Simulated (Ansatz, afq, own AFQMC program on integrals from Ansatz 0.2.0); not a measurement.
Integrals from Ansatz 0.2.0, then the random walk in our own AFQMC program (afq).

```yaml
crystal:
  periodic: [false, false, false]
  atoms:
    - {symbol: C, position_ang: [0.000000, 0.000000, 0.661488]}
    - {symbol: C, position_ang: [0.000000, 0.000000, -0.661488]}
    - {symbol: H, position_ang: [0.000000, 0.923180, 1.230974]}
    - {symbol: H, position_ang: [0.000000, -0.923180, 1.230974]}
    - {symbol: H, position_ang: [0.000000, 0.923180, -1.230974]}
    - {symbol: H, position_ang: [0.000000, -0.923180, -1.230974]}
basis:
  gaussian: {orbitals: 6-31G}
magnetization: {spin_polarized: true, initial_magnetization: 0}
correlation: {method: ccsd_t, electrons: outside_noble_gas, hamiltonian_folder: ham}
```

```sh
$ ansatz run in.yaml --threads 1 --pin off --events-out ev --progress --plain --max-ram 1382MiB
```

Options of the walk:

```
--method phaseless --trial hf --walkers 360 --populations 1 --least-time 40 --time-step 0.005 --steps-per-block 20 --equilibration-blocks 112 --max-blocks 600 --target-error 0.00126 --factor-cut 1e-05 --start spin_pure --seed 6905 --taylor-order 6
```

Times are imaginary, in 1/Eh. The walk had a cap of 529 s.

Log:

```
orbitals 24  electrons 6 6  factors 177 of 382
reference energy -78.00410498 Eh
CCSD correlation -0.20642514 Eh in 8 cycles, weight of the determinant in the CISD state 0.8967
energy of the start -78.004105 Eh
 block  time / (1/Eh)  mean weight  energy / Eh
     1     0.100  1.0001  -78.042741
     2     0.200  1.0006  -78.076864
     3     0.300  1.0014  -78.104425
     4     0.400  1.0014  -78.122015
     5     0.500  1.0007  -78.141427
    10     1.000  1.0008  -78.190572
    81     8.100  1.0010  -78.217628
   161    16.100  1.0002  -78.230738
   241    24.100  1.0005  -78.196808
   321    32.100  0.9999  -78.252717
   401    40.100  0.9989  -78.216821
   481    48.100  1.0008  -78.236429
   561    56.100  1.0000  -78.212624
   641    64.100  0.9999  -78.213542
blocks merged  error / Eh  count
     1  0.000638  537
     2  0.000855  268
     4  0.001143  134
     8  0.001492  67
    16  0.001717  33
    32  0.001478  16
    64  0.001740  8
energy -78.218868 +/- 0.001717 Eh
(rows thinned)
```

The run passed its tests (sampling time, drift between the halves within three errors, error under three times the target), which doesn't prove that it has relaxed, ending at its cap on processor time.

Against this walk (error 46.7 meV) on the same determinant: CCSD(T) 86.9 meV higher (within the noise), CCSDT(Q) 68.1 meV higher (within the noise). The error is statistical and leaves out the bias of the constraint.

Cautions: constraint bias not in the error; error above the target (46.7 against 34.3 meV); the determinant is a saddle point among determinants of its kind.

The walk took 8.8 min on 1 thread of Intel(R) Xeon(R) Platinum 8259CL CPU @ 2.50GHz (Skylake/Cascade Lake) (shared host). The log's last line is the phaseless energy.

CCSDT and higher add their correlation energy to the determinant of the CCSD(T) run, since their own runs factorise the integrals more tightly (a shift of under 2 meV). A walk keeps the symmetry of its determinant, which the program's search chose and which needn't be the lowest solution, so a lower state of the same spin and another symmetry isn't excluded.
